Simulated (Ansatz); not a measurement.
# C₂H+ (triplet): the correlation ladder, cc-pVTZ

How much of the correlation energy of C₂H+ (triplet) does each wave-function method recover here?

The runs use Ansatz 0.2.0, Gaussian basis; cc-pVTZ, core rule «outside noble gas», up to 2 orbitals frozen.

To be run: UHF; CCSD(T) on ROHF; CCSD(T) on UHF; BCCD(T) on ROHF; CCSDT(Q) on ROHF; CCSDT(Q) on UHF; CASSCF and MRCISD+Q, 8 electrons in 9 orbitals; CASSCF and NEVPT4(SD), 8 electrons in 9 orbitals; CASSCF and NEVPT2, 8 electrons in 9 orbitals.

5 further runs of the same task are left out: 5 set aside as unsound or not needed.

## (1) The geometry

The geometry is a PBE0/def2-TZVP stationary point (not a proven minimum) of the parent state, kept for this charge and spin.

3 atoms, charge 1, spin multiplicity 3.

Atoms are counted from 1 here; the program's logs count them from 0.

Bond lengths: C1–C2 1.200 Å, C1–H3 1.066 Å. Angles: C2–C1–H3 180.0°.

As a file:

```xyz
3

C     0.0000    0.0000    0.0447
C     0.0000    0.0000   -1.1555
H     0.0000    0.0000    1.1107
```

## (2) UHF

File in.yaml:

```yaml
crystal:
  periodic: [false, false, false]
  atoms:
    - {symbol: C, position_ang: [0.000000, 0.000000, 0.044733]}
    - {symbol: C, position_ang: [0.000000, 0.000000, -1.155483]}
    - {symbol: H, position_ang: [0.000000, 0.000000, 1.110750]}
basis:
  gaussian: {orbitals: cc-pVTZ}
total_charge: 1
magnetization: {spin_polarized: true, initial_magnetization: 2}
hamiltonian: {xc: hf}
output: {orbitals: {seedname: orbitals}}
```

On the command line:

```bash
ansatz run in.yaml --threads 1 --pin off --events-out ev --progress --plain --max-ram 4096MiB --backend cpu
```

After this run come: CCSD(T) on ROHF; CCSD(T) on UHF; BCCD(T) on ROHF; CCSDT(Q) on ROHF; CCSDT(Q) on UHF; CASSCF and MRCISD+Q, 8 electrons in 9 orbitals; CASSCF and NEVPT4(SD), 8 electrons in 9 orbitals; CASSCF and NEVPT2, 8 electrons in 9 orbitals.

Before running them: what should the planned runs give, taken together? Wanted: UCCSDT(Q) below the RHF energy; RMP2 from UCCSDT(Q); UMP2 from UCCSDT(Q); RCCSD from UCCSDT(Q); RCCSD(T) from UCCSDT(Q); UCCSD(T) from UCCSDT(Q); RCCSDT(Q) from UCCSDT(Q); NEVPT2 valence from UCCSDT(Q); NEVPT4(SD) valence from UCCSDT(Q).

**Answer**, as computed:

| quantity | value |
| --- | --- |
| UCCSDT(Q) below the RHF energy | -6.6266 eV |
| RMP2 from UCCSDT(Q) | +946.7 meV |
| UMP2 from UCCSDT(Q) | +1119.1 meV |
| RCCSD from UCCSDT(Q) | +307.7 meV |
| RCCSD(T) from UCCSDT(Q) | +41.6 meV |
| UCCSD(T) from UCCSDT(Q) | +47.0 meV |
| RCCSDT(Q) from UCCSDT(Q) | +0.9 meV |
| NEVPT2 valence from UCCSDT(Q) | +713.6 meV |
| NEVPT4(SD) valence from UCCSDT(Q) | +74.7 meV |
| MRCISD+Q valence from UCCSDT(Q) | +23.8 meV |
| levels within 1 kcal/mol (43 meV) | RCCSD(T), BCCD(T), RCCSDT, UCCSDT, RCCSDT(Q), MRCISD+Q valence |
| T1 diagnostic | 0.025 |
| effectively unpaired electrons | 2.05 |

What this shows: RCCSD(T) misses by +41.6 meV, 0.6 % of the correlation energy. One determinant dominates. Of the multireference levels listed MRCISD+Q valence comes nearest in total energy (+23.8 meV), which doesn't show that its space is the better one. These misses are within one basis, not against nature; the frozen cores of restricted and unrestricted runs differ, which can shift their rows.
